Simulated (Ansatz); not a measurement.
Input for Ansatz (development build ahead of 0.2.0):

```yaml
crystal:
  periodic: [false, false, false]
  atoms:
    - { symbol: "N", position_ang: [1.11802, -0.00582, 0.0081] }
    - { symbol: C, position_ang: [0.32632, 1.12394, 0.00395] }
    - { symbol: C, position_ang: [-0.98435, 0.70142, 0.00331] }
    - { symbol: C, position_ang: [-0.99241, -0.71011, -0.00298] }
    - { symbol: C, position_ang: [0.3411, -1.11538, -0.00614] }
    - { symbol: H, position_ang: [2.12646, 0.006, 0.00798] }
    - { symbol: H, position_ang: [0.77816, 2.12208, 0.00144] }
    - { symbol: H, position_ang: [-1.85971, 1.37189, 0.00185] }
    - { symbol: H, position_ang: [-1.85591, -1.36768, -0.00906] }
    - { symbol: H, position_ang: [0.76085, -2.11646, -0.00197] }
basis:
  gaussian: { orbitals: STO-3G }
hamiltonian:
  xc: hf
correlation:
  method: mp2
  frozen_orbitals: { C: 1, H: 0, "N": 1 }
```

The input is written out in the form of the current development build from the run's settings.

Results

```yaml
Converged: yes
Reference_energy: -206.22225 hartree
Correlation_energy: -0.28934 hartree
Total_energy: -206.51159 hartree
Spin_squared_of_the_determinant: 0.000
```
